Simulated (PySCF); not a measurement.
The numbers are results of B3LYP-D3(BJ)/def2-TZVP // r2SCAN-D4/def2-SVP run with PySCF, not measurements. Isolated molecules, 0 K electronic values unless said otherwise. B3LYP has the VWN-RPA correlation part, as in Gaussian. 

Reference species (SMILES): `[NH2]` (neutral, multiplicity 2).

| Item | Value |
|---|---|
| dipole moment | 1.96 D |

Changed species: `C[O]` (free radical OCH3; the reference has free radical NH2).

Question: What does the change do to the dipole moment?

Answer: the dipole moment increases by 0.10 D, to 2.06 D.
